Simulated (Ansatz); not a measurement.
C5H8, SMILES `C=C=CCC` at its PBE0-D4/def2-TZVP geometry, where that method's forces vanish. The species carries charge 0 and has multiplicity 1.

```xyz
13

C     1.1036   -0.1498    2.5179
C     0.8804    0.1501    1.2720
C     0.6470    0.4514    0.0281
C    -0.7131    0.4816   -0.6064
C    -0.8383   -0.5159   -1.7506
H     1.2798   -1.1750    2.8287
H     1.1248    0.6157    3.2873
H     1.4972    0.6842   -0.6124
H    -1.4705    0.2822    0.1551
H    -0.9037    1.4927   -0.9849
H    -0.0872   -0.3273   -2.5222
H    -0.6971   -1.5381   -1.3928
H    -1.8228   -0.4518   -2.2199
```

(1) What forces (eV/Å) does ωB97M-V/def2-TZVPP give on these atoms in Ansatz 0.2.0? (An estimate is asked.)

Answers

(1) The calculation gave: 
```
C1   0.039 -0.047  0.204
C2  -0.013  0.002 -0.022
C3   0.215  0.023 -0.057
C4  -0.204  0.160  0.054
C5  -0.031 -0.125 -0.141
H6  -0.022  0.096 -0.059
H7  -0.008 -0.058 -0.098
H8  -0.064 -0.025  0.070
H9   0.052  0.011 -0.055
H10  0.013 -0.092  0.036
H11 -0.050 -0.009  0.058
H12 -0.009  0.074 -0.023
H13  0.081 -0.010  0.033
```
